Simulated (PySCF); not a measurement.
Species: C4H7Cl2 (doublet state).
Structure used (GFN2-xTB), in Å, numbered top down from 1:
```
atom  x, y, z in Å
C1    -1.0076   -1.1208    0.1027
C2    -0.0077   -0.0297    0.0132
C3     1.3330   -0.2843   -0.4865
Cl4    2.4671   -0.6323    0.9578
C5    -0.3812    1.3246    0.3930
Cl6   -1.0322    2.2236   -1.1069
H7    -1.7682   -0.9999   -0.6749
H8    -1.5306   -1.0954    1.0592
H9    -0.5402   -2.0930   -0.0237
H10    1.7928    0.5770   -0.9654
H11    1.4154   -1.1771   -1.1003
H12    0.4600    1.9347    0.7137
H13   -1.2050    1.3732    1.1003
```

The hyperfine couplings belong to this conformer and change with its torsions.

As a line formula: `C[C](CCl)CCl` [radical].

Computed with UKS B3LYP, pcH-1 on C Cl H, non-relativistic, mean-field spin-orbit, GIAO in PySCF. One conformer (not necessarily the lowest) at the GFN2-xTB geometry, without solvent, vibrations or thermal averaging. GFN2-xTB frequencies show an imaginary mode (38i cm⁻¹), so this geometry is no minimum at that level. Couplings are sensitive to structure, and on GFN2-xTB geometries they can be far from those on DFT ones. The SCF solution wasn't tested for stability.

Q: Match the computed a_iso(13C) values +78.0, -29.1, -15.0 MHz (means over equivalent nuclei) with the sites C1; C2; C3/C5.

A: 
```tsv
site	a_iso (MHz)	ρ(0) (bohr⁻³)	position	distance from C2 (Å)	spin population	largest |T| (MHz)
C1	-29.1	-0.0259	1 bond from C2	1.48	-0.07	2.3
C2	+78.0	+0.0693	largest spin population	0.00	+0.84	144.1
C3/C5	-15.0	-0.0133	1 bond from C2	1.45	-0.06	3.9
```

Q: The isotropic 1H couplings, averaged over equivalent nuclei, are +65.5, +18.2 MHz. Assign them to H7/H8/H9; H10/H11/H12/H13.

A: 
| site | a_iso (MHz) | ρ(0) (bohr⁻³) | position | distance from C2 (Å) | bound to | spin population there | largest \|T\| (MHz) |
| --- | --- | --- | --- | --- | --- | --- | --- |
| H7/H8/H9 | +65.5 | +0.0147 | β, 2 bonds from C2 | 2.13 | C1 | -0.07 | 7.7 |
| H10/H11/H12/H13 | +18.2 | +0.0041 | β, 2 bonds from C2 | 2.14 | C3/C5 | -0.06 | 7.9 |

ρ(0) is the spin density at the nucleus and T the dipolar tensor; a_iso includes a spin–orbit part; entries for several nuclei are means. The Mulliken spin populations are largest on C2 (+0.84), Cl4 (+0.12), Cl6 (+0.12) and C1 (-0.07). No atom but C2 exceeds +0.15. The angles at C2 add up to 360.0°, so it is planar.

The spin density at the nucleus, in bohr⁻³, is negative for C1 (-0.0259) and C3/C5 (-0.0133), for instance. A restricted open-shell determinant has no negative spin density anywhere; here it arises because α and β orbitals differ (spin polarisation).

Class means assume fast exchange of nuclei equivalent by connectivity; if that motion is slow, each nucleus keeps its own coupling. The three 1H nuclei of mean +65.5 MHz run from 8.5 to 120.9 MHz in the frozen geometry. The 1H value of +18.2 MHz is a mean of couplings from 13.5 to 23.2 MHz in this one geometry, not an average over conformers.
